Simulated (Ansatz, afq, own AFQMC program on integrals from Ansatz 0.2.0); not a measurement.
**BGeH₃, singlet: AFQMC among the cluster methods**

```xyz
5

Ge   -0.0360   -0.0042    0.2530
B     0.1263   -0.0042   -1.6276
H     0.4071    1.2728    0.9707
H     0.4071   -1.2812    0.9707
H     0.4277    0.3540   -2.7143
```

Connectivity, by distances: GeH2–BH.

Basis cc-pVDZ. Noble-gas cores (and the filled d shells of Ga–Kr and In–Xe) are frozen. AFQMC by an in-house program on the Cholesky factors that Ansatz 0.2.0 writes for its CCSD(T) run. ph-AFQMC/CISD is guided by a CISD state made of CCSD amplitudes; releasing the constraint for a short imaginary time cuts its bias at the price of noise, slowly where states lie close. ± is one standard error of the sampling. No spin–orbit coupling.

Determinant: RHF, the one that the program's search chose, which needn't be the lowest solution. The geometry is a point of a scan.

No full CI on the walks' own integrals is used here; CCSDT(Q) serves as the reference and is uncertain by about the last step of the cluster series.

Cautions: no relativity below Rb; no spin-orbit coupling; inner d shell frozen; higher spins were not checked; restricted determinant unstable towards unrestricted (UHF 271 meV lower, ⟨S²⟩ 0.62); the released energies rise steadily instead of settling, so no released level is given (meV from the phaseless value at times in 1/Eh: -4 ± 17 at 0.24, -10 ± 15 at 0.51, 13 ± 16 at 0.99, 23 ± 18 at 1.62, 51 ± 20 at 2.40), though the last usable value meets CCSDT(Q) within the noise; the ph-AFQMC/CISD walk drifts between its halves (2.8 errors).

The T1 diagnostic is 0.0195. The weight of the determinant in the CISD state is 0.854 and the size of the correlated space is 10 electrons in 41 orbitals.

Reference: CCSDT(Q), correlation energy -5.978 eV.

```
        level  E − E(reference) (meV)  share of correlation (%)
           HF                  5977.8                      0.00
          MP2                  1315.4                     78.00
         CCSD                   273.9                     95.42
      CCSD(T)                    52.4                     99.12
        CCSDT                    14.5                     99.76
  ph-AFQMC/HF             47.8 ± 59.0                     99.20
ph-AFQMC/CISD            -24.7 ± 20.5                    100.41
```
